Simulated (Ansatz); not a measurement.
# One shape, several levels: N2 (nitrogen)

Aim: a comparison of 6 runs (HF/STO-3G, B2PLYP/STO-3G, CAM-B3LYP/STO-3G, UPBE/STO-3G, UMP2/STO-3G, UCCSD(T)/STO-3G) of N2 (nitrogen). 

Program for the calculation: Ansatz 0.2.0.

29 further runs of the same task are left out: 15 that didn't finish, 14 set aside as unsound or not needed.

**1. The structure to begin with**

N2: 2 atoms, total charge 0, spin state singlet. SMILES: `N#N`. The N2–N1 distance was set to 2.724 Å, away from the relaxed value.

**2. A single-point energy at HF/STO-3G (run 1)**

Input file molecule.yaml:

```yaml
crystal:
  periodic: [false, false, false]
  atoms:
    - {symbol: N, position_ang: [1.862003, -0.601201, 0.959202]}
    - {symbol: "N", position_ang: [-0.465500, 0.150300, -0.239800]}
basis:
  gaussian:
    orbitals: STO-3G
hamiltonian:
  xc: hf
accuracy: high
```

On the command line:

```bash
$ ansatz run molecule.yaml --threads 1 --pin off --max-ram 2610MiB --events-out events.jsonl --progress --plain --runs-dir runs
```

What it wrote:

```text
Warning: RAYON_NUM_THREADS=1 ignored (pool sized by the plan → 1); use --threads N
Functional definition: HF
  name "HF"
  exchange = exact_x
  correlation = 0
143 factors; integrals over basis functions are off by at most 8.1e-9 eV
mean field evaluation 1: about -2899.1981 eV, gradient 2.0e0 eV
mean field evaluation 2: about -2899.1960 eV, gradient 1.9e0 eV
mean field evaluation 4: about -2899.2197 eV, gradient 6.7e-3 eV
mean field evaluation 8: about -2899.2197 eV, gradient 7.2e-5 eV
mean field evaluation 16: about -2900.8706 eV, gradient 1.0e1 eV
mean field evaluation 32: about -2907.0944 eV, gradient 1.6e0 eV
mean field evaluation 64: about -2908.6734 eV, gradient 3.1e-1 eV
mean field evaluation 96: about -2905.2342 eV, gradient 3.8e-1 eV
mean field -2908.70415673 eV, -106.8929061693 hartree, gradient 6.0e-10 eV, S^2 0.000000; 8 other end points of the search recorded, 0 dependent functions left out
reference -2908.70415673 eV, -106.8929061693 hartree; 7, 7 occupied and 3, 3 virtual orbitals, 143 factors
Total energy: -2908.70415673 eV, -106.8929061693 hartree
```

Run time: 0.1 s. Hardware: 1 thread of Intel Xeon Platinum 8375C at 2.90GHz (Ice Lake), shared host.

**3. The energy at B2PLYP/STO-3G (run 2)**

Input file run.yaml:

```yaml
crystal:
  periodic: [false, false, false]
  atoms:
    - {symbol: N, position_ang: [1.862003, -0.601201, 0.959202]}
    - {symbol: N, position_ang: [-0.465500, 0.150300, -0.239800]}
basis:
  gaussian:
    orbitals: STO-3G
hamiltonian:
  xc: {name: B2PLYP}
correlation:
  frozen_orbitals: {"N": 1}
accuracy: high
```

On the command line:

```bash
$ ansatz run run.yaml --threads 1 --pin off --max-ram 2610MiB --events-out events.jsonl --progress --plain --runs-dir runs
```

What it wrote, cut to the lines that bear on the results:

```text
Warning: RAYON_NUM_THREADS=1 ignored (pool sized by the plan → 1); use --threads N
Functional definition: B2PLYP
  name "B2PLYP"
[...]
143 factors; integrals over basis functions are off by at most 8.1e-9 eV
[...]
mean field -2919.21935745 eV, -107.2793326685 hartree, gradient 9.2e-9 eV, S^2 0.000000; 10 other end points of the search recorded, 0 dependent functions left out; unrestricted orbitals would lower it
2 core orbitals not correlated: weight in the atoms' cores, before any rotation towards them, 1.000 or more for the frozen orbitals, at most 0.000 for the correlated occupied ones
reference -2919.21936848 eV, -107.2793330736 hartree; 5, 5 occupied and 3, 3 virtual orbitals, 143 factors
second order -7.57405552 eV of doubles, -0.00000000 eV of singles
Total energy: -2921.26436347 eV, -107.3544852534 hartree
```

Wall time 0.8 s (1 thread of Intel Xeon Platinum 8375C at 2.90GHz (Ice Lake), shared host).

Runs 3 to 4 aren't shown in full; the table further down has their settings and results.

**4. The energy at UMP2/STO-3G (run 5)**

Input file job.yaml:

```yaml
crystal:
  periodic: [false, false, false]
  atoms:
    - {symbol: "N", position_ang: [1.862003, -0.601201, 0.959202]}
    - {symbol: N, position_ang: [-0.465500, 0.150300, -0.239800]}
basis:
  gaussian:
    orbitals: STO-3G
correlation:
  method: mp2
  frozen_orbitals: {"N": 1}
magnetization:
  spin_polarized: true
  initial_magnetization: 0
accuracy: high
```

On the command line:

```bash
$ ansatz run job.yaml --threads 1 --pin off --max-ram 2610MiB --events-out events.jsonl --progress --plain --runs-dir runs
```

What it wrote, cut to the lines that bear on the results:

```text
Warning: RAYON_NUM_THREADS=1 ignored (pool sized by the plan → 1); use --threads N
[... 2 set-up lines as earlier in the session ...]
[...]
143 factors; integrals over basis functions are off by at most 8.1e-9 eV
[...]
mean field -2923.53981222 eV, -107.4381064525 hartree, gradient 2.0e-8 eV, S^2 2.989811; 15 other end points of the search recorded, 0 dependent functions left out
2 core orbitals not correlated: weight in the atoms' cores, before any rotation towards them, 1.000 or more for the frozen orbitals, at most 0.000 for the correlated occupied ones
reference -2923.53981222 eV, -107.4381064525 hartree; 5, 5 occupied and 3, 3 virtual orbitals, 143 factors
second order -0.00350784 eV of doubles, -0.00000000 eV of singles
Total energy: -2923.54332005 eV, -107.4382353631 hartree
```

Run time: 0.24 s. Hardware: 1 thread of Intel Xeon Platinum 8375C at 2.90GHz (Ice Lake), shared host.

**5. The energy at UCCSD(T)/STO-3G (run 6)**

Input file molecule.yaml:

```yaml
crystal:
  periodic: [false, false, false]
  atoms:
    - {symbol: "N", position_ang: [1.862003, -0.601201, 0.959202]}
    - {symbol: "N", position_ang: [-0.465500, 0.150300, -0.239800]}
basis:
  gaussian: {orbitals: STO-3G}
magnetization: {spin_polarized: true, initial_magnetization: 0}
correlation: {method: ccsd_t, frozen_orbitals: {"N": 1}}
accuracy: high
scf: {omitted_lower_state_checks: [cluster_reference, increment]}
```

On the command line:

```bash
$ ansatz run molecule.yaml --threads 1 --pin off --max-ram 2610MiB --events-out events.jsonl --progress --plain --runs-dir runs
```

What it wrote:

```text
Warning: RAYON_NUM_THREADS=1 ignored (pool sized by the plan → 1); use --threads N
[... 18 lines left out ...]
2 core orbitals not correlated: weight in the atoms' cores, before any rotation towards them, 1.000 or more for the frozen orbitals, at most 0.000 for the correlated occupied ones
[... 43 lines left out ...]
Total energy: -2923.56265265 eV, -107.4389458230 hartree
Checks for a lower state left out: cluster_reference, increment
```

Run time: 0.44 s. Hardware: 1 thread of Intel Xeon Platinum 8375C at 2.90GHz (Ice Lake), shared host.

**6. All runs side by side**

| run | level | frozen core orbitals | energy (Eh) | wall time |
| --- | --- | --- | --- | --- |
| 1 | HF/STO-3G | – | -106.892906 | 0.1 s |
| 2 | B2PLYP/STO-3G | 2 | -107.354485 | 0.8 s |
| 3 | CAM-B3LYP/STO-3G | – | -107.394877 | 0.77 s |
| 4 | UPBE/STO-3G | – | -107.634887 | 2.8 s |
| 5 | UMP2/STO-3G | 2 | -107.438235 | 0.24 s |
| 6 | UCCSD(T)/STO-3G | 2 | -107.438946 | 0.44 s |

**7. What came out**

```
                                          quantity          value
                               run 6: total energy  -107.43895 Eh
run 6: correlation energy (2 core orbitals frozen)       -0.8 mEh
                             run 6: (T) correction      -0.01 mEh
          run 6: ⟨S²⟩ of the reference determinant          2.990
                              run 6: T1 diagnostic          0.008
```

In words: Below the HF energy at the same shape and in the same basis (STO-3G): UMP2 -545.3 mEh; UCCSD(T) -546.0 mEh. Some of these start from another determinant than that one, so these aren't their correlation energies. Totals of different functionals can't be ranked against each other. In run 2 the log says that unrestricted orbitals would lower the reference, so the values rest on an unstable closed-shell determinant (other closed-shell runs at this shape may share the fault). In runs 1, 2, 3, 4, 5, 6 the basis is minimal, so the values are rough. In runs 1, 2, 3 a closed-shell determinant meets a far-stretched bond, which it describes badly. Spin contamination of the reference: run 5 ⟨S²⟩ = 2.99, run 6 ⟨S²⟩ = 2.99, run 4 ⟨S²⟩ = 2.91. Where it is this large, the reference is a mixture of spin states, and values that rest on it are in doubt. All runs together took 5.2 s, the longest 2.8 s.
